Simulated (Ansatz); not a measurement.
# PH2⁺, triplet: reading a ladder of total energies

Geometry: displaced at random from a stationary point.

```yaml
atoms:
  - { symbol: P, position_ang: [0.0077, -0.0413, -0.0005] }
  - { symbol: H, position_ang: [-0.1571, 0.6513, -1.2286] }
  - { symbol: H, position_ang: [-0.0805, 0.6189, 1.2427] }
```

Basis cc-pVDZ; Ansatz 0.2.0. Correlated methods freeze the noble-gas cores, which leaves 6 electrons in 23 orbitals. R marks a restricted (for open shells ROHF) determinant, U an unrestricted one.

Full CI is exact within this basis and frozen core; it isn't the basis-set limit. The frozen core follows each run's orbitals, which can shift R against U totals by a few meV.

Runs differ by some tens of microhartree through their thresholds and, for an open shell, their frozen cores, so steps under 0.1 kcal/mol mean nothing.

```
    level  total energy (hartree)
      UHF             -341.528974
     UMP2             -341.609249
    UCCSD             -341.631962
 UCCSD(T)             -341.634064
   UCCSDT             -341.634679
UCCSDT(Q)             -341.634726
  full CI             -341.634718
```

Q: What is the correlation energy at full CI, and what share of it do UMP2 and UCCSD recover?

A: E(corr) = -341.634718 − (-341.528974) = -0.105744 hartree = -2.877 eV. UMP2: -0.080275 / -0.105744 = 75.91 %. UCCSD: -0.102988 / -0.105744 = 97.39 %.

Q: By how many kcal/mol does UCCSD(T) miss full CI (1 hartree = 627.509 kcal/mol), and which steps make up the rest?

A: -341.634064 − (-341.634718) = 0.000654 hartree = 0.41 kcal/mol. Steps: UCCSDT − UCCSD(T) = -0.39, UCCSDT(Q) − UCCSDT = -0.03, full CI − UCCSDT(Q) = 0.01 kcal/mol. That is within 1 kcal/mol of the reference in this basis, which itself misses far more of the correlation at the basis-set limit.
